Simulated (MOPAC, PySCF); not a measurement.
The group X on ethyl-X is varied. Gas-phase values, no solvent. One relaxed conformer stands for each flexible species; it need not be the lowest. Strings in code marks are SMILES.

Quantity: vertical ionisation energy (energy after one electron is removed minus that of the parent at the parent's geometry), in eV.

Level 1: PBE-D3(BJ)/def2-TZVP // B3LYP-D3(BJ)/def2-TZVP (PySCF)
Level 2: PBE/6-31G* // B3LYP-D3(BJ)/def2-TZVP (PySCF)
Level 3: minus the HOMO energy of PM3 // B3LYP-D3(BJ)/def2-TZVP (MOPAC)
Level 4: minus the HOMO energy of PM7 // B3LYP-D3(BJ)/def2-TZVP (MOPAC)

```json
[
 {"species": "`CCC#N`", "level 1": "11.50", "level 2": "(withheld)", "level 3": "12.12", "level 4": "(withheld)"},
 {"species": "`CCBr`", "level 1": "10.16", "level 2": "10.13", "level 3": "10.88", "level 4": "10.14"},
 {"species": "`CCCl`", "level 1": "10.64", "level 2": "(withheld)", "level 3": "10.43", "level 4": "10.83"}
]
```

**Question.** What belongs in the gaps?

**Answer.** 
- `CCC#N`, level 2: 11.36
- `CCC#N`, level 4: 12.41
- `CCCl`, level 2: 10.62
